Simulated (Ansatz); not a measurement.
Ansatz (an electronic-structure program) input (PBE/def2-SVP):

Ansatz 0.2 input:
```yaml
crystal:
  periodic: [false, false, false]
  atoms:
    - {symbol: Si, position_ang: [-0.00000000, -0.00000000, 0.00000000]}
    - {symbol: H, position_ang: [0.87559489, 0.85467525, 0.83309847]}
    - {symbol: H, position_ang: [-0.82219976, -0.86546541, 0.87529791]}
    - {symbol: H, position_ang: [-0.88619780, 0.85452031, -0.82197187]}
    - {symbol: H, position_ang: [0.83280267, -0.84373015, -0.88642451]}
basis:
  gaussian:
    orbitals: def2-SVP
hamiltonian:
  xc: {name: PBE}
output: {forces: true}
magnetization: {spin_polarized: false}
```

Output:

```
Functional definition: PBE
integrals: 0.01 GiB planned
428 factors; their error is unknown
mean field: 0.09 GiB planned
mean field evaluation 1: about -7934.7081 eV, gradient 1.1e1 eV
mean field evaluation 2: about -7935.2097 eV, gradient 4.7e0 eV
mean field evaluation 4: about -7935.3073 eV, gradient 2.0e-2 eV
mean field evaluation 8: about -7935.2726 eV, gradient 2.9e-4 eV
mean field -7935.27261509 eV, -291.6158898836 hartree, gradient 2.2e-5 eV, S^2 0.000000; 0 other end points of the search recorded, 0 dependent functions left out
the calculation of the forces begins
reference -7935.27264173 eV, -291.6158908624 hartree; 9, 9 occupied and 29, 29 virtual orbitals, 428 factors
Total energy: -7935.27264173 eV, -291.6158908624 hartree
Atom 0 at    -0.000000    -0.000000     0.000000 Å, force    -0.000000     0.000000    -0.000000 eV/Å
Atom 1 at     0.875595     0.854675     0.833098 Å, force     0.245094     0.239238     0.233198 eV/Å
Atom 2 at    -0.822200    -0.865465     0.875298 Å, force    -0.230147    -0.242258     0.245010 eV/Å
Atom 3 at    -0.886198     0.854520    -0.821972 Å, force    -0.248061     0.239194    -0.230083 eV/Å
Atom 4 at     0.832803    -0.843730    -0.886425 Å, force     0.233115    -0.236174    -0.248125 eV/Å
Dipole moment:     0.000000    -0.000000     0.000000 e Å
```
